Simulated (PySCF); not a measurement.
# Two-dimensional NMR puzzle

Compound of formula C3H7N. Correlations simulated from computed shifts and couplings:

HSQC (one-bond C–H):
```
  δH    δC  ¹J(C,H) (Hz)
1.93  27.8           134
1.83  31.8           133
```

HMBC (two and three bonds, |J| ≥ 2.5 Hz):
```
  δH        δC [abs. J in Hz]
1.93  180.1 [6.0], 31.8 [3.0]
1.83  180.1 [5.3], 27.8 [2.6]
```

Carbons without hydrogens: δ 180.1.

[PySCF: coordinates at the PBE0-D3(BJ)/def2-SVP level; shieldings: GIAO PBE0/pcSseg-1; J: B3LYP/pcJ-1 (spin–dipole term only in couplings to heteroatoms); one averaged value for each set of equivalent atoms; a single conformation; relativity neglected; no solvent model]

Scale: ¹H and ¹³C vs TMS (reference shieldings calculated alike).

Exchangeable hydrogens are left out of these lists, and C,H couplings along chains are those of one rotamer, so weak HMBC peaks may be missing or extra.

Task: Which molecule is this?

Result: `C(C)(C)=N`.

Structure with atom numbers: `[CH3:1][C:2]([CH3:3])=[NH:4]`. Hydrogens are named by the atom that carries them.

1. δC 180.1 is C2, a C=N carbon.
2. δC 31.8 is C3, a methyl carbon (δH 1.83).
3. δC 27.8 is C1, a methyl carbon (δH 1.93).
4. HMBC from δH 1.93 reaches the proton-free carbon C2.
5. HMBC from δH 1.83 reaches the proton-free carbon C2.

OH and NH positions are those of a molecule without intermolecular hydrogen bonds; in solution they move with solvent, concentration and temperature, and exchange usually removes their couplings. Shifts are as computed. Against solution values, carbons near 30 ppm lie about +2 ppm off and those near 130 ppm about +5 ppm. Of 1211 compounds with measured shifts, 218 miss one by over three times the rms of a fit or turn the order of signals round; such compounds aren't used in these exercises.
